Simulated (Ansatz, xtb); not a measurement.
C5H4O: which of two isomers lies lower

Structure X: `O=C=C1C=CC1`, a singlet. Structure Y: `C=C1C=CC1=O`, a singlet. Both are isolated molecules in the gas phase, relaxed with r2SCAN-D4/def2-SVP.

Energies in hartree; the thermal terms are from r2SCAN-D4/def2-SVP harmonic frequencies (ideal gas, rigid rotor, one conformer each, 298.15 K, 1 atm) and include the zero-point energy:

```
                              X           Y
E, CCSD(T)/def2-SVP  −267.118063  −267.133633
    E, MP2/def2-SVP  −267.050079  −267.061680
  E, MP2/def2-TZVPP  −267.534256  −267.548615
  zero-point energy     0.072578     0.072380
       H(298 K) − E     0.078897     0.078560
       G(298 K) − E     0.043769     0.043906
```

**Question.** Correct the CCSD(T) difference for the basis set by the MP2 change, then work out ΔE, ΔE₀, ΔH and ΔG for X → Y in kJ/mol (1 Eh = 2625.50 kJ/mol) and the equilibrium ratio [Y]/[X].

**Answer.** 1. Differences Y − X: CCSD(T) −0.015570, MP2 in the small set −0.011601, MP2 in the large set −0.014359 Eh.
2. ΔE = −0.015570 + (−0.014359 − (−0.011601)) = −0.018328 Eh = −48.12 kJ/mol.
3. ΔE₀ = ΔE + ΔZPE = −0.018328 + (−0.000198) Eh = −48.64 kJ/mol.
4. ΔH = ΔE + (−0.000337) Eh = −49.00 kJ/mol.
5. ΔG = ΔE + (+0.000137) Eh = −47.76 kJ/mol, so ΔS = (ΔH − ΔG)/T = −4.2 J/(mol K).
6. kT = 0.9442 mEh, so K = [Y]/[X] = exp(−ΔG/kT) = exp(+19.27) ≈ 2.3 × 10^8.

Structure Y is favoured at this temperature. An error of 4 kJ/mol in ΔG would change K by a factor of 5. GFN2-xTB gave ΔE the other sign. Mirror images and further conformers aren't counted.

As drawn, both hold the same kinds of bond in the same numbers.

Other levels gave ΔE = +19.6 (GFN2-xTB); −34.1 (HF/STO-3G, GFN2-xTB geometries); −32.3 (r2SCAN-D4/def2-SVP//GFN2-xTB); −31.5 (r2SCAN-D4/def2-SVP); −56.1 (HF/def2-SVP); −30.5 (MP2/def2-SVP); −40.9 (CCSD(T)/def2-SVP) kJ/mol. The correlated steps freeze 6 core orbitals. Programs: Ansatz 0.2.0, xtb 6.7.1.
